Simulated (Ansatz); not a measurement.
`N[SiH2]F` and `F[SiH3]` differ in one atom or group.

Ansatz, PBE0-D4/def2-TZVP geometries, multiplicity 1. Each molecule was computed in one conformer, which needn't be the lowest.

| property | `N[SiH2]F` |
| --- | --- |
| HOMO energy (B3LYP/def2-TZVPP) / eV | -7.89 |
| vertical ionisation energy (CCSD(T)/CBS(def2)) / eV | 10.93 |
| size of the dipole moment (ωB97M-V/def2-TZVPP) / D | 1.97 |
| LUMO energy (ωB97M-V/def2-TZVPP) / eV | 2.02 |
| size of the dipole moment (PBE/def2-TZVPP) / D | 1.98 |
| HOMO–LUMO gap (ωB97M-V/def2-TZVPP) / eV | 12.61 |

Q: What does the change do to each property? (Best estimate.)

A: Computed: 
| property | `F[SiH3]` | shift |
| --- | --- | --- |
| HOMO energy (B3LYP/def2-TZVPP) / eV | -9.58 | -1.69 |
| vertical ionisation energy (CCSD(T)/CBS(def2)) / eV | 12.92 | 1.99 |
| size of the dipole moment (ωB97M-V/def2-TZVPP) / D | 1.24 | -0.73 |
| LUMO energy (ωB97M-V/def2-TZVPP) / eV | 1.59 | -0.43 |
| size of the dipole moment (PBE/def2-TZVPP) / D | 1.17 | -0.81 |
| HOMO–LUMO gap (ωB97M-V/def2-TZVPP) / eV | 13.65 | 1.04 |

With PBE0 the HOMO falls by 1.62 eV and the LUMO falls by 0.69 eV, so the gap widens by about 0.93 eV. PBE moves the HOMO by -1.64 eV and ωB97M-V by -1.47 eV. The zero-point energy changes by -49.6 kJ/mol with -6 modes. Dipoles are sizes alone; their direction can turn.

B3LYP here is the variant with VWN-RPA as its local correlation; programs differ in this.
